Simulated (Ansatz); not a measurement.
hcp Y was calculated with r²SCAN in Ansatz (PAW).

Numerical settings: plane-wave cutoff 600 eV, 12×12×8 k mesh (along the axes of the cell as run), Fermi–Dirac smearing 0.1 eV, finite displacements, scalar-relativistic PAW data made under PBE.

Computed at the level's own relaxed cell.

```cif
data_Y2
_chemical_formula_sum 'Y2'
_space_group_name_H-M_alt 'P63/mmc'
_space_group_IT_number 194
_space_group_name_Hall '-P 6c 2c'
_cell_length_a 3.68328
_cell_length_b 3.68328
_cell_length_c 5.69935
_cell_angle_alpha 90.000
_cell_angle_beta 90.000
_cell_angle_gamma 120.000
loop_
_atom_site_label
_atom_site_type_symbol
_atom_site_symmetry_multiplicity
_atom_site_Wyckoff_symbol
_atom_site_fract_x
_atom_site_fract_y
_atom_site_fract_z
_atom_site_occupancy
Y1 Y 2 c 0.33333 0.66667 0.25000 1
```

Harmonic phonon frequencies (cm⁻¹; i marks an imaginary mode):

```csv
q point,frequencies
Γ,0 0 0 85 85 156
M,?
A,60 60 60 60 106 106
L,?
```

What belongs in the gaps?


- M, frequencies: 75 86 123 136 140 143
- L, frequencies: 83 83 104 104 135 135

No imaginary mode appears at these points.

Ansatz is a program for electronic structure.
